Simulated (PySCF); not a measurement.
Bonds (- single, = double, # triple, : aromatic): C1-C2 1.508 Å, C2-C3 1.508 Å, C2-F4 1.396 Å. C1 carries H5, H6, H7; C2 carries H8; C3 carries H9, H10, H11.

Geometry: PBE0-D3(BJ)/def2-TZVP; GIAO shifts from PySCF, gas phase, non-relativistic, averaged over equivalent atoms.

At KT3/pcSseg-2 (242 basis functions, 31 s wall time on 1 thread of an Arm Neoverse V1, shared host):
| atoms | δ (ppm) |
| --- | --- |
| C2 | 92.8 |
| C1/C3 | 24.8 |
| F4 | -201.3 |
| H8 | 4.95 |
| H5/H6/H7/H9/H10/H11 | 1.25 |

δ = σ(ref) − σ, references computed at the same level: 13C (σref 183.24), 1H (σref 31.63) against TMS; 19F (σref 145.48) against CFCl3.

**Question.** What do these become at wB97X-D/pcSseg-2?

**Answer.** 
| atoms | δ at wB97X-D/pcSseg-2 | change |
| --- | --- | --- |
| C2 | 92.4 | -0.4 |
| C1/C3 | 25.2 | +0.4 |
| F4 | -183.3 | +18.0 |
| H8 | 4.75 | -0.20 |
| H5/H6/H7/H9/H10/H11 | 1.26 | +0.01 |

References, each an isolated molecule treated in the same way: 13C (σref 186.29) and 1H (σref 31.63) against TMS; CFCl3 for 19F (σref 184.95).

The largest change is at F4 (fluorine on an sp3 carbon). Cost: 242 basis functions, 26 s wall time on 1 thread of an Arm Neoverse V1, shared host.

Unscaled 19F shifts against computed CFCl3 carry errors that often reach 10 to 50 ppm.
